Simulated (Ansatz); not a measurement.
Relaxation of CH3LiN (6 atoms, charge 0, multiplicity 2), to a largest force component of 0.02 eV/Å in at most 40 steps.

Level of theory: UKS PBE0-D4/cc-pVDZ in Ansatz.

```xyz
6
Properties=species:S:1:pos:R:3:forces:R:3
Li -2.110 -0.494 -0.253 -0.63 -0.10 0.05
N -0.277 -0.579 0.061 1.17 1.14 0.10
C 0.530 0.475 0.210 -0.88 -1.38 -0.20
H 0.203 -1.281 -0.501 0.03 -0.19 -0.17
H 1.468 0.575 -0.321 0.53 -0.03 -0.06
H 0.185 1.305 0.804 -0.22 0.57 0.28
```

Task: Where does it end, and by what steps?

Result: The run converged. After 10 steps the energy has fallen by 0.172 eV; H5 moved furthest, 0.43 Å.

| step | energy less start (eV) | largest force component (eV/Å) | accepted |
| --- | --- | --- | --- |
| 0 | 0.0000 | 1.379 | yes |
| 1 | -0.1111 | 1.116 | yes |
| 2 | -0.1382 | 0.873 | yes |
| 3 | -0.1383 | 0.693 | yes |
| 4 | -0.1473 | 0.677 | yes |
| 5 | -0.1644 | 0.458 | yes |
| 6 | -0.1593 | 0.353 | no |
| 7 | -0.1696 | 0.240 | yes |
| 8 | -0.1696 | 0.073 | yes |
| 9 | -0.1715 | 0.054 | yes |
| 10 | -0.1716 | 0.016 | yes |

```xyz
6
Properties=species:S:1:pos:R:3
Li -2.239 -0.637 0.043
N -0.279 -0.432 -0.235
C 0.533 0.489 0.152
H 0.230 -1.225 -0.639
H 1.625 0.413 0.051
H 0.130 1.391 0.628
```

Time of the run: 35 s on 1 thread of Intel(R) Xeon(R) Platinum 8559C (Emerald Rapids), with other jobs on the host, peak memory 0.16 GiB.
